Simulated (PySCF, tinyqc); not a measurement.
Worked calculation: LCCD on RHF in the sto-3g basis, frozen core, for LiH, spin multiplicity 1. The lowest restricted solution is unstable here: a spin-polarised one lies 0.0179 hartree lower (PySCF). One step of it, computed by the program tinyqc.

Task: LCCD: starting amplitudes. t_ij^ab = <ij||ab> / (e_i + e_j - e_a - e_b), whose energy is MP2.

orbital energies (hartree): MO1 -2.373393, MO2 -0.217918, MO3 0.067162, MO4 0.157813, MO5 0.157813, MO6 0.337990

Two-electron integrals over orbitals (pq|rs), unique and non-zero (hartree); the lowest 1 orbital is frozen and left out:
```
p,q,r,s,(pq|rs)
2,2,2,2,0.435699
3,2,2,2,-0.066221
3,2,3,2,0.028262
3,3,2,2,0.212280
3,3,3,2,0.017182
3,3,3,3,0.321591
4,2,4,2,0.020859
4,3,4,2,0.021171
4,3,4,3,0.041373
4,4,2,2,0.235129
4,4,3,2,0.018680
4,4,3,3,0.277490
4,4,4,4,0.312946
5,2,5,2,0.020859
5,3,5,2,0.021171
5,3,5,3,0.041373
5,4,5,4,0.016869
5,5,2,2,0.235129
5,5,3,2,0.018680
5,5,3,3,0.277490
5,5,4,4,0.279207
5,5,5,5,0.312946
6,2,2,2,0.103536
6,2,3,2,-0.051515
6,2,3,3,-0.016531
6,2,4,4,-0.042724
6,2,5,5,-0.042724
6,2,6,2,0.132211
6,3,2,2,-0.063556
6,3,3,2,0.023728
6,3,3,3,0.037200
6,3,4,4,0.011477
6,3,5,5,0.011477
6,3,6,2,-0.043941
6,3,6,3,0.036415
6,4,4,2,-0.017555
6,4,4,3,-0.010763
6,4,6,4,0.018501
6,5,5,2,-0.017555
6,5,5,3,-0.010763
6,5,6,5,0.018501
6,6,2,2,0.404502
6,6,3,2,-0.051124
6,6,3,3,0.239717
6,6,4,4,0.254102
6,6,5,5,0.254102
6,6,6,2,0.082059
6,6,6,3,-0.047367
6,6,6,6,0.396831
```

Give: Starting amplitudes; correlation energy.

Result:

Starting amplitudes (spin orbitals 1a, 1b, ...; amplitudes related by a flip of all spins are not repeated):
```
from,to,t
2a 2b,6a 6b,-0.119
2a 2b,3a 6b,0.061
2a 2b,3a 3b,-0.050
2a 2b,5a 5b,-0.028
2a 2b,4a 4b,-0.028
```

correlation energy = -0.02459 hartree
